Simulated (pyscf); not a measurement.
Thermochemistry of product channels of Cl–C(Cl)(Cl)–Cl + H• on the doublet surface, in kcal/mol, from CCSD(T)/def2-TZVPP + ΔMP2(QZVPP) energies (ideal gas, 1 atm, RRHO with modes under 100 cm⁻¹ raised to 100, one conformer, R ln 2 for chiral ones without a mode under 150 cm⁻¹). Structures and frequencies: ωB97X-D3(BJ)/def2-SVP in PySCF. Correlated levels are frozen-core, on RHF or UHF. ΔMP2 is the change of the MP2 total energy from the triple- to the quadruple-zeta basis.

```csv
products,ΔE,ΔH(298 K),ΔG(600 K),ΔG(1200 K)
Cl–Cl + Cl–CH•–Cl,-12.4,-8.4,-19.7,-28.8
HCl + Cl–C•(Cl)–Cl,-37.6,-34.9,-43.9,-51.3
```

These are energies of the channels, which say nothing of barriers. The CCSD(T) − MP2 part came from Ansatz, without density fitting, on the same reference.
